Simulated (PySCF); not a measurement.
**Working out the ionisation energy of C**

C [He] 2s2 2p2 (3P) → C⁺ [He] 2s2 2p1 (2P). All numbers are calculated (PySCF 2.14, the spin-free X2C one-electron Hamiltonian (Gaussian nucleus), in aug-cc-pCVTZ-DK with one added diffuse shell each of s, p, d, f type (8s7p5d3f, 75 functions)). Frozen: nothing. Energies in hartree (1 hartree = 27.21139 eV):

```
            part   C (lower)  C⁺ (upper)
             UHF  -37.706814  -37.310211
CCSD correlation   -0.136845   -0.122786
             (T)   -0.002514   -0.001573
```

What does Hartree-Fock give?

(-37.310211) − (-37.706814) = 0.396603 hartree = 10.792 eV.

What do CCSD and CCSD(T) give?

The CCSD correlation energies differ by 0.014059 hartree = 0.383 eV and the triples by 0.000941 hartree = 0.026 eV, so CCSD gives 11.175 eV and CCSD(T) 11.201 eV.

Measured between the centres of the two terms (NIST): 11.262 eV, so CCSD(T) (valence and next inner shell) is off by -0.061 eV.

What remains against the reference includes basis incompleteness and higher excitations.
